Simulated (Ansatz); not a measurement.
A basis-limit estimate, worked out

The pair of H$_{2}$O (SMILES O, atoms 1–3) and C$_{2}$H$_{4}$ (SMILES C=C, atoms 4–9), both closed shells, in one local arrangement (a lower one may exist), relaxed at PBE0-D4/def2-TZVP:

O1  (-0.329, -0.116, -2.270)
H2  (0.526, -0.395, -2.604)
H3  (-0.217, -0.059, -1.315)
C4  (-0.180, -0.539, 1.089)
C5  (0.187, 0.729, 0.971)
H6  (-1.223, -0.835, 1.068)
H7  (0.549, -1.333, 1.215)
H8  (1.230, 1.025, 0.996)
H9  (-0.542, 1.524, 0.850)
(Å)

Both fragments are computed in the basis of the whole pair.

Ansatz 0.2.0; basis: def2-TZVPPD and def2-QZVPPD; cores frozen in the correlated methods.

Energies in eV:

| quantity | pair | first fragment | second fragment |
| --- | --- | --- | --- |
| Hartree–Fock, triple zeta (X = 3) | -4194.12331 | -2069.79538 | -2124.30103 |
| Hartree–Fock, quadruple zeta (X = 4) | -4194.30747 | -2069.88198 | -2124.39916 |
| MP2 correlation, X = 3 | -16.39210 | -7.18191 | -9.13371 |
| MP2 correlation, X = 4 | -17.47781 | -7.71629 | -9.67834 |
| CCSD(T) correlation, X = 3 | -17.82443 | -7.54799 | -10.20862 |

(1) Work out the interaction energy at the basis limit: extrapolate Hartree–Fock as E(X) = E∞ + A exp(−7.88 √X) and the MP2 correlation as E(X) = E∞ + B X^−2.97 (the exponents that Neese and Valeev fitted for def2-TZVPP and QZVPP, reused here for the diffuse sets), then add CCSD(T) − MP2 in triple zeta.

The T1 diagnostic stays at or below 0.011.

## Answers

(1) Each step is linear, so take the differences first (pair − first fragment − second fragment): Hartree–Fock -0.02690 (X = 3) and -0.02633 (X = 4); MP2 correlation -0.07648 and -0.08318; CCSD(T) correlation -0.06782.
Two points give E∞ = E(4) + w [E(4) − E(3)], with w = 1/(exp(7.88 (2 − √3)) − 1) = 0.1377 for Hartree–Fock and w = 1/((4/3)^2.97 − 1) = 0.7407 for the correlation.
Hartree–Fock: -0.02633 + 0.1377 × 0.00057 = -0.0263 eV.
MP2 correlation: -0.08318 + 0.7407 × (-0.00670) = -0.0881 eV.
CCSD(T) − MP2: -0.06782 − (-0.07648) = 0.0087 eV.
Sum: -0.0263 + (-0.0881) + 0.0087 = -0.1057 eV, or -2.44 kcal/mol. Plain CCSD(T) in triple zeta gives -0.0947 eV, so the larger basis shifts the result by -0.0110 eV.

For scale, one of the runs: CCSD(T)/def2-TZVPPD, 216 basis functions, launched by `ansatz run in.yaml --threads 2 --pin off --events-out ev --progress --plain --max-ram 5222MiB`. Hardware: 2 CPU threads of an Arm Neoverse V2, shared host. Wall time 53 s; peak host memory 3.3 GiB.
